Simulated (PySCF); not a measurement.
CFCl3.
SMILES with atom numbers: `[F:1][C:2]([Cl:3])([Cl:4])[Cl:5]`

Structure used (GFN2-xTB), in Å, numbered top down from 1:
```xyz
5
CCl3F angstrom
F      0.060   -0.141    1.396
C      0.005   -0.006    0.067
Cl    -0.458    1.661   -0.313
Cl     1.603   -0.371   -0.604
Cl    -1.201   -1.140   -0.563
```

Theory: B97-2/def2-SVP in PySCF (dipole) on a GFN2-xTB geometry, gas phase.

Take the most abundant isotopes and a rigid rotor. 

Task: What are A, B and C (cm⁻¹)?

Result: Ia = 206.75, Ib = 206.79, Ic = 295.71 u·Å²; 505379 MHz·u·Å²/I gives 2444, 2444 and 1709 MHz, that is A = 0.08154, B = 0.08152, C = 0.05701 cm⁻¹.

Task: What kind of rotor is it?

Result: An oblate symmetric top, as the point group C3v requires two equal moments: κ = (2 × 2444 − 2444 − 1709)/(2444 − 1709) = 1.00.

Task: What does the inertial defect say?

Result: Not planar: Δ = Ic − Ia − Ib = -117.84 u·Å². For a rigid frame Δ = −2 Σ m c², so Σ m c² = 58.92 u·Å² lies off the ab plane. The atom farthest from that plane is 1.59 Å away.

Task: Give the other two planar moments, Paa and Pbb, and the rms extents of the mass along the axes.

Result: Paa = Σ m a² = (Ib + Ic − Ia)/2 = 147.88 and Pbb = Σ m b² = (Ia + Ic − Ib)/2 = 147.83 u·Å². With the mass M = 135.90 u, the rms extents √(P/M) along a, b and c are 1.04, 1.04, 0.66 Å.

Task: Where do the R-branch lines fall?

Result: The dipole of 0.34 D lies along the symmetry axis, so ΔK = 0 and J+1 ← J falls at 2B(J+1) for every K: 4.89 GHz, 9.78 GHz, 14.66 GHz, 19.55 GHz, 24.44 GHz for J = 0 to 4.

Task: Estimate the classical rotational partition function at 10 K, 200 K and 298.15 K.

Result: Point group C3v, symmetry number σ = 3; q = (√π/σ)·√((kT/h)³/(ABC)), k/h = 20836.6 MHz/K: 556 at 10 K, 49700 at 200 K, 90500 at 298.15 K.

Not checked by GFN2-xTB frequencies. Zero-point vibration and centrifugal distortion are left out.
